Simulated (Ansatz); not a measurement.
Gas-phase reaction in SMILES: Cl[C](Cl)Cl → Cl[C](Cl)Cl as singlet, charge +1 + e-
Geometries: B3LYP-D3(BJ)/def2-TZVP minima from Ansatz (a quantum-chemistry and plane-wave program). A spin state is the lowest found, not a proven ground state.

Property: adiabatic ionisation energy (electronic energy difference), in eV. Valence correlation only, unless marked. Open shells are spin-unrestricted. Spin-orbit coupling is left out. No relativistic terms. Basis-set limits of correlation are two-point, X^-3; Hartree-Fock from the larger set. The bracket is a focal-point correction in the basis named.

RI-MP2/CBS(cc-pV(T+d)Z,cc-pV(Q+d)Z)+[CCSD(T)-MP2]/cc-pV(T+d)Z (Ansatz) gives 8.05 eV.

Task: Another calculation gave 8.21 eV. Which level was it?
A. wB97X-V/def2-TZVPD (Ansatz)
B. r2SCAN0/def2-TZVPD (Ansatz)
C. B2GP-PLYP/def2-TZVPD (Ansatz)
D. LC-wPBE/def2-TZVPD (Ansatz)

Result: B, r2SCAN0/def2-TZVPD (Ansatz). The others give 8.10 (wB97X-V), 7.98 (B2GP-PLYP), 8.32 (LC-wPBE) eV.
